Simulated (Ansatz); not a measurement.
Process, species as SMILES: O(F)F → 2 F atom + O atom
B3LYP-D3(BJ)/def2-TZVP geometries, fixed; electronic energies without zero-point terms.

Basis-set convergence of the atomisation energy at CCSD(T) with Ansatz (a first-principles code). Cartesian d functions, on some or all atoms, in 6-31+G*; all else is spherical. Cores are frozen. A restricted Hartree-Fock determinant is unstable towards unrestricted orbitals. Open shells are unrestricted. No added dispersion term, no relativity. Functions are those of the species that has most. Reference: Hartree-Fock in cc-pVQZ plus the correlation part extrapolated as X^-3 from cc-pVTZ and cc-pVQZ, 92.06 kcal/mol, itself unsure by roughly 1.11 kcal/mol (a third of the extrapolation step and of the last Hartree-Fock step). Deviations are taken from unrounded values.

```tsv
basis	functions	atomisation energy (kcal/mol)	minus reference (kcal/mol)
STO-3G	15	90.93	-1.13
pcseg-1	42	65.16	-26.90
6-311G**	54	68.70	-23.36
6-31+G*	57	73.33	-18.72
6-311+G**	66	68.94	-23.12
aug-pcseg-1	69	75.86	-16.20
pcseg-2	90	85.73	-6.33
cc-pVQZ	165	88.90	-3.16
def2-QZVPP	171	88.78	-3.28
```
